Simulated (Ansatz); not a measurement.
A short molecular-dynamics run on Li2S (the lowest singlet isomer of a short search).

```yaml
crystal:
  periodic: [false, false, false]
  atoms:
    - {symbol: Li, position_ang: [1.145843, -1.491784, -0.440098]}
    - {symbol: Li, position_ang: [-0.992330, 1.371976, 0.930036]}
    - {symbol: S, position_ang: [-0.153513, 0.119808, -0.489938]}
basis:
  gaussian: {orbitals: "6-31G*"}
hamiltonian: {xc: {name: BLYP}, dispersion: d4}
md: {timestep: 0.5 fs, n_steps: 15, ensemble: nvt_nose_hoover, temperature: 300, initial_velocities: maxwell_boltzmann, seed: 264}
scf: {omitted_lower_state_checks: [starts]}
```

```sh
$ ansatz run in.yaml --threads 4 --pin off --events-out ev --progress --plain --max-ram 3916MiB
```

```
step  time (fs)  potential energy (eV)  kinetic (eV)  T (K)  conserved (eV)
   0        0.0            -11245.7037        0.0388    300     -11245.6649
   1        0.5            -11245.7012        0.0363    281     -11245.6649
   2        1.0            -11245.6985        0.0336    260     -11245.6649
   3        1.5            -11245.6958        0.0309    239     -11245.6649
   4        2.0            -11245.6929        0.0280    217     -11245.6649
   5        2.5            -11245.6900        0.0252    195     -11245.6649
   6        3.0            -11245.6872        0.0223    173     -11245.6649
   7        3.5            -11245.6843        0.0195    151     -11245.6649
   8        4.0            -11245.6816        0.0168    130     -11245.6649
   9        4.5            -11245.6790        0.0141    109     -11245.6649
  10        5.0            -11245.6765        0.0117     90     -11245.6649
  11        5.5            -11245.6743        0.0095     73     -11245.6649
  12        6.0            -11245.6723        0.0075     58     -11245.6649
  13        6.5            -11245.6706        0.0057     44     -11245.6649
  14        7.0            -11245.6692        0.0043     33     -11245.6648
  15        7.5            -11245.6681        0.0032     25     -11245.6648
```

Velocities are drawn at the set temperature; a run this short doesn't reach equilibrium.

The 6-31G sets use Cartesian d functions.

Frames (Å, forces in eV/Å):

```xyz
3
time=0.0 fs
Li    1.146   -1.492   -0.440    0.223   -0.275    0.019
Li   -0.992    1.372    0.930   -0.139    0.209    0.251
S    -0.154    0.120   -0.490   -0.084    0.066   -0.270
3
time=0.5 fs
Li    1.143   -1.488   -0.440    0.252   -0.311    0.020
Li   -0.991    1.371    0.929   -0.145    0.219    0.261
S    -0.153    0.119   -0.490   -0.107    0.092   -0.281
3
time=1.0 fs
Li    1.140   -1.485   -0.439    0.281   -0.347    0.020
Li   -0.990    1.369    0.928   -0.151    0.228    0.270
S    -0.153    0.119   -0.490   -0.130    0.119   -0.290
3
time=1.5 fs
Li    1.138   -1.482   -0.439    0.310   -0.383    0.020
Li   -0.989    1.368    0.927   -0.157    0.237    0.279
S    -0.152    0.118   -0.490   -0.152    0.146   -0.299
3
time=2.0 fs
Li    1.135   -1.478   -0.439    0.337   -0.417    0.021
Li   -0.989    1.367    0.927   -0.162    0.244    0.287
S    -0.152    0.118   -0.490   -0.175    0.173   -0.308
3
time=2.5 fs
Li    1.133   -1.475   -0.438    0.364   -0.451    0.021
Li   -0.988    1.366    0.926   -0.167    0.251    0.293
S    -0.152    0.118   -0.490   -0.197    0.200   -0.315
3
time=3.0 fs
Li    1.131   -1.472   -0.438    0.390   -0.483    0.022
Li   -0.987    1.365    0.926   -0.171    0.257    0.299
S    -0.151    0.117   -0.489   -0.219    0.226   -0.321
3
time=3.5 fs
Li    1.129   -1.470   -0.437    0.415   -0.514    0.023
Li   -0.986    1.364    0.925   -0.175    0.262    0.304
S    -0.151    0.117   -0.489   -0.241    0.252   -0.327
3
time=4.0 fs
Li    1.127   -1.467   -0.437    0.439   -0.543    0.023
Li   -0.986    1.363    0.925   -0.177    0.266    0.308
S    -0.151    0.116   -0.490   -0.261    0.277   -0.332
3
time=4.5 fs
Li    1.125   -1.465   -0.436    0.461   -0.571    0.024
Li   -0.985    1.362    0.925   -0.180    0.269    0.311
S    -0.151    0.116   -0.490   -0.281    0.301   -0.335
3
time=5.0 fs
Li    1.123   -1.463   -0.436    0.481   -0.596    0.024
Li   -0.984    1.361    0.925   -0.181    0.272    0.314
S    -0.150    0.116   -0.490   -0.300    0.324   -0.338
3
time=5.5 fs
Li    1.122   -1.461   -0.435    0.500   -0.619    0.025
Li   -0.984    1.361    0.925   -0.182    0.273    0.315
S    -0.150    0.116   -0.490   -0.318    0.346   -0.340
3
time=6.0 fs
Li    1.120   -1.459   -0.435    0.516   -0.640    0.026
Li   -0.984    1.360    0.925   -0.183    0.274    0.315
S    -0.150    0.115   -0.490   -0.334    0.366   -0.341
3
time=6.5 fs
Li    1.119   -1.458   -0.434    0.531   -0.658    0.026
Li   -0.983    1.360    0.925   -0.182    0.273    0.314
S    -0.150    0.115   -0.490   -0.349    0.385   -0.341
3
time=7.0 fs
Li    1.118   -1.456   -0.434    0.544   -0.673    0.027
Li   -0.983    1.360    0.925   -0.182    0.272    0.313
S    -0.150    0.115   -0.490   -0.362    0.401   -0.340
3
time=7.5 fs
Li    1.117   -1.455   -0.433    0.554   -0.686    0.027
Li   -0.983    1.360    0.926   -0.180    0.270    0.310
S    -0.149    0.115   -0.490   -0.374    0.416   -0.338
```

Hardware: 4 threads of Arm Neoverse V1 on a shared host. Wall time 4.5 s.
